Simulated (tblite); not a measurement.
Species: C4H10N (doublet state).
Structure used (GFN2-xTB), in Å, numbered top down from 1:
```xyz
15
C4H10N angstrom
C      1.9285    0.4359   -0.3954
N      0.9314   -0.4947    0.0756
C     -0.3915   -0.0638    0.2769
C     -1.2762   -1.0232    1.0009
C     -1.0018    0.8280   -0.7532
H      1.6150    0.8460   -1.3537
H      2.1067    1.2702    0.2982
H      2.8653   -0.1019   -0.5389
H      1.2620   -1.0543    0.8520
H     -1.6481   -1.8254    0.3483
H     -2.1443   -0.5022    1.4031
H     -0.7452   -1.4945    1.8281
H     -0.4712    1.7781   -0.8276
H     -2.0338    1.0384   -0.4840
H     -1.0013    0.3714   -1.7521
```

Calculated harmonic vibrations of the isolated species, GFN2-xTB (tblite), most abundant isotopes, no scaling. This tight-binding method is rough: wavenumbers can miss measured ones by several per cent, in bad cases by 10 to 20. One conformer, not necessarily the lowest. Open shells enter through the occupations alone, without spin polarisation, and single modes of such species can be off by tens of per cent.

Harmonic wavenumbers (cm⁻¹): 82.9, 119.7, 123.2, 163.8, 278.9, 297.5, 373.3, 459.8, 683.4, 818.0, 979.1, 985.7, 996.8, 1059.0, 1087.8, 1113.7, 1142.7, 1264.0, 1348.4, 1395.2, 1411.5, 1415.7, 1427.0, 1477.6, 1481.6, 1484.6, 1494.3, 1496.4, 1506.0, 2849.3, 2861.4, 2862.0, 2981.8, 2998.0, 3005.5, 3009.7, 3024.5, 3041.0, 3383.4.

A = 7810, B = 3728, C = 2680 MHz; mass 72.081 u (most abundant isotopes); point group C1, symmetry number 1; spin multiplicity 2.

Problem. What is the zero-point energy?

Solution. Half the sum of the wavenumbers: 28992 cm⁻¹ = 82.89 kcal/mol.

Problem. What is S at 298.15 K and 1 bar for an ideal gas of classical rigid rotors and harmonic oscillators?

Solution. Translation 38.77, rotation 25.82, vibration 18.55, spin (R ln 2) 1.38: S = 84.5 cal/(mol K).

Problem. And Cp and H(298.15 K) − H(0)?

Solution. Cp = 26.86 cal/(mol K), of which vibrations give 18.91 (their classical limit is 39 R = 77.5); H(298.15 K) − H(0) = 5.34 kcal/mol without the zero-point energy, 2.97 from vibrations.

Problem. Blend soft modes into free rotors: weight 1/[1 + (100 cm⁻¹/ν̃)⁴] for the oscillator and the rest for a rotor with moment μB/(μ + B), μ = h/(8π²ν), B = 10⁻⁴⁴ kg m². What vibrational entropy results?

Solution. 17.75 cal/(mol K) in place of 18.55, which changes −T·S at 298.15 K by +0.24 kcal/mol.

Problem. How do the functions run with temperature in this model?

Solution. 
| T (K) | S (cal/(mol K)) | Cp (cal/(mol K)) | H − H(0) (kcal/mol) | G − H(0) (kcal/mol) | ln q(vib) |
| --- | --- | --- | --- | --- | --- |
| 100 | 62.4 | 15.6 | 1.13 | -5.11 | 0.88 |
| 200 | 75.0 | 21.2 | 2.99 | -12.02 | 2.64 |
| 300 | 84.7 | 27.0 | 5.39 | -20.02 | 4.36 |
| 500 | 101.5 | 39.7 | 12.08 | -38.67 | 7.65 |
| 800 | 123.5 | 54.1 | 26.31 | -72.51 | 12.46 |
| 1000 | 136.4 | 60.8 | 37.84 | -98.52 | 15.54 |

q(vib) and H(0) count from the zero-point level.

Hindered rotation and anharmonicity are outside this model. Other conformers, if any are populated, would add a mixing term that is left out. The structure is chiral; the term R ln 2 for an equal mix with its mirror image is left out.
